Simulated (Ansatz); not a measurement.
Basis-set extrapolation for C$_{6}$H$_{7}$N, SMILES `Cc1ccccn1` (PBE0-D4/def2-TZVP geometry, frozen core, Ansatz). Multiplicity 1, RHF reference.

```
                      def2-TZVPP   def2-QZVPP
                 HF  -285.839895  -285.852107
    MP2 correlation    -1.154820    -1.229092
CCSD(T) correlation    -1.243664      not run
```

Energies in hartree. Use E(X) = E(∞) + A·exp(−7.88·√X) for Hartree–Fock and E(X) = E(∞) + B·X^(−2.97) for correlation, with X = 3 and 4, and add CCSD(T) minus MP2 of the smaller set to the MP2 limit.

**Question.** What is the CCSD(T) energy at the basis-set limit?

**Answer.** HF limit: -285.852107 + (-0.012212) × 0.13774 = -285.85379. MP2 limit: -1.229092 + (-0.074272) × 0.74074 = -1.28411. Higher-order term: -1.243664 − (-1.154820) = -0.08884. Total: -287.22674 hartree, 89.8 kcal/mol below CCSD(T)/def2-TZVPP.
